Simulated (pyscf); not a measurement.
`[OH][Si]([OH])([OH])[OH]` + `[CH2]=[CH][CH3]` -> `[CH3][CH]([CH3])[O][Si]([OH])([OH])[OH]` (addition across a multiple bond or ene-type step; singlet surface; H–O broken, C–O, C–H formed). Single points on ωB97X-D3(BJ)/def2-SVP structures (PySCF, gas phase). Energies in kJ/mol from the separated reactants.

```tsv
level	barrier	reaction energy
ωB97X-D3(BJ)/def2-TZVP	189.2	-84.4
PBE/def2-TZVP	167.1	-58.2
r²SCAN/def2-TZVP	171.7	-72.2
B3LYP-D3(BJ)/def2-TZVP	…	-66.2
M06-2X/def2-TZVP	…	…
ωB97M-D3(BJ)/def2-TZVP	190.7	-70.6
```

### Question
Some entries are withheld; supply them.

### Answer

- B3LYP-D3(BJ)/def2-TZVP, barrier: 182.0
- M06-2X/def2-TZVP, barrier: 200.4
- M06-2X/def2-TZVP, reaction energy: -77.1

The functionals in the table span 33.2 kJ/mol in this barrier, from PBE to M06-2X. On the reactant side the descent ends in a complex, 22.5 kJ/mol under the separated species and 211.6 kJ/mol under the saddle at ωB97X-D3(BJ)/def2-TZVP. This is the saddle that the search found; another between the same sides may lie lower.
